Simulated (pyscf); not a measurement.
Thermochemistry of product channels of O=Ti=O (SMILES [O]=[Ti]=[O]) + CH₄ (SMILES C) on the singlet surface, in kcal/mol, from CCSD(T)/def2-TZVPP + ΔMP2(QZVPP) energies (ideal gas, 1 atm, RRHO with modes under 100 cm⁻¹ raised to 100, one conformer, R ln 2 for chiral ones without a mode under 150 cm⁻¹). Optimised with ωB97X-D3(BJ)/def2-SVP in PySCF. MP2 and CC: frozen core, UHF for open shells. ΔMP2 is the change of the MP2 total energy from the triple- to the quadruple-zeta basis.

| products | ΔE | ΔH(298 K) | ΔG(600 K) | ΔG(1200 K) |
|---|---|---|---|---|
| H₃C–Ti(=O)–OH (SMILES [CH3][Ti](=[O])[OH]) | -33.0 | -33.0 | -17.6 | -5.0 |
| H₃C–O–TiH=O (SMILES C[O][TiH]=[O]) | … | -11.9 | +4.7 | … |

### Question
What belongs in the gaps?

### Answer

- H₃C–O–TiH=O (SMILES C[O][TiH]=[O]), ΔE: -11.5
- H₃C–O–TiH=O (SMILES C[O][TiH]=[O]), ΔG(1200 K): +19.3

The channel to H₃C–O–TiH=O turns unfavourable between 298 and 1200 K (ΔG from -3.5 kcal/mol to +19.3 kcal/mol).

These are energies of the channels, which say nothing of barriers. The CCSD(T) − MP2 part came from Ansatz, without density fitting, on the same reference. The frozen core leaves the outer d or s,p core shells of the metals and heavy elements correlated in the MP2 and CC values, and def2-TZVPP describes them poorly, which can shift differences by a few kcal/mol.
